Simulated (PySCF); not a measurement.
Isomers of C2H2N2S, one conformer each; single-point electronic energies without zero-point terms and without any empirical dispersion term.

All values: wB97X-D/pcSseg-2 (PySCF, non-relativistic), each on one gas-phase PBE0-D3(BJ)/def2-TZVP geometry that isn't relaxed in the solvent. The solvent is an IEF-PCM continuum (Bondi radii, 1.10 Å for H, scaled by 1.2). Only the electrostatic response of the medium enters.

```json
{"isomer": "1,2,5-thiadiazole (`c1cnsn1`)", "relative energy, gas (kcal/mol)": "0.0", "dipole (D)": "1.57"}
{"isomer": "1,3,4-thiadiazole (`c1nncs1`)", "relative energy, gas (kcal/mol)": "12.7", "dipole (D)": "3.46"}
```

**Question.** How do the relative energies look in chloroform (ε = 4.711)?

**Answer.** 
| isomer | relative energy, solvent (kcal/mol) | E(solvent) − E(gas) (kcal/mol) | dipole in solvent (D) |
| --- | --- | --- | --- |
| 1,2,5-thiadiazole (`c1cnsn1`) | 0.0 | -3.1 | 2.00 |
| 1,3,4-thiadiazole (`c1nncs1`) | 10.4 | -5.4 | 4.47 |

The order is unchanged. 1,3,4-thiadiazole (`c1nncs1`) gains most from the continuum, and it has the largest gas-phase dipole. The gains span 2.3 kcal/mol, the gas-phase energies 12.7 kcal/mol.
